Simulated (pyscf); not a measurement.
HO–Si(OH)(F)–F + H₂O → HO–Si(OH)(OH)–F + HF (four-centre exchange; singlet surface; F–Si, H–O broken, O–Si, F–H formed). Optimised with ωB97X-D3(BJ)/def2-SVP in PySCF. Energies in kJ/mol from the separated reactants.

| level | barrier | reaction energy |
|---|---|---|
| ωB97X-D3(BJ)/def2-TZVP | ___ | +36.8 |
| PBE/def2-TZVP | 69.6 | +39.7 |
| r²SCAN/def2-TZVP | 71.6 | +40.8 |
| PBE0-D3(BJ)/def2-TZVP | ___ | ___ |
| M06-2X/def2-TZVP | 80.2 | +36.0 |
| HF/def2-TZVP | 154.1 | +41.4 |

Some entries are withheld; supply them.


- ωB97X-D3(BJ)/def2-TZVP, barrier: 82.0
- PBE0-D3(BJ)/def2-TZVP, barrier: 74.7
- PBE0-D3(BJ)/def2-TZVP, reaction energy: +36.4

The functionals in the table span 12.4 kJ/mol in this barrier, from PBE to ωB97X-D3(BJ). On the reactant side the descent ends in an adduct with a O–Si contact, 35.8 kJ/mol over the separated species and 46.2 kJ/mol under the saddle at ωB97X-D3(BJ)/def2-TZVP. On the product side the descent ends in a bound adduct, 34.0 kJ/mol under the separated species and 79.2 kJ/mol under the saddle at ωB97X-D3(BJ)/def2-TZVP. What is counted as formed (O–Si) is already present as a longer contact in the reactant adduct; forming that adduct is a step of its own. One saddle was located; it need not be the lowest between these sides.
